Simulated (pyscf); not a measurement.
H₃C–C•=CH–NH₂ → H₃C–CH•–CH=NH, a hydrogen shift (doublet surface; H–N broken, C–H formed). Optimised with ωB97X-D3(BJ)/def2-SVP in PySCF. Energies in kJ/mol from the reactant's lowest minimum found.

Small-basis levels: PySCF, no dispersion term, spherical d functions. AM1 to PM7: differences of heats of formation from MOPAC, which are fitted to 298 K values and so differ in kind from electronic energies by zero-point and thermal terms. GFN2-xTB: tblite. Open shells are spin-unrestricted. 

| level | barrier | reaction energy |
|---|---|---|
| HF/3-21G | 243.4 | -97.3 |
| HF/6-31G* | 246.6 | -120.3 |
| MP2/6-31G* | 171.8 | -100.5 |
| BP86/6-31G* | 145.4 | -107.9 |
| B3LYP/STO-3G | 172.8 | -135.6 |
| B3LYP/6-31G* | ___ | -111.7 |
| B3LYP/def2-SVP | ___ | -97.7 |
| GFN2-xTB | 163.7 | -94.5 |
| PM3 | 193.3 | -82.2 |
| ωB97M-D3(BJ)/def2-TZVP | ___ | -100.1 |

Task: What belongs in the gaps?

Result: 
- B3LYP/6-31G*, barrier: 167.3
- B3LYP/def2-SVP, barrier: 162.4
- ωB97M-D3(BJ)/def2-TZVP, barrier: 166.6

Against the last row the barrier runs from -21.2 (BP86/6-31G*) to +80.0 kJ/mol (HF/6-31G*). ωB97M-D3(BJ)/def2-TZVP has limits of its own. From the product side, H₂C=CH–CH=NH + H• lies, by one bond made or cut, 55.3 kJ/mol under this saddle at ωB97M-D3(BJ)/def2-TZVP. H₃C–C•=CH–NH₂ lies 116.0 kJ/mol over its isomer H₃C–C(CH₃)=N• (electronic energy, ωB97M-D3(BJ)/def2-TZVP). This is the saddle that the search found; another between the same sides may lie lower.
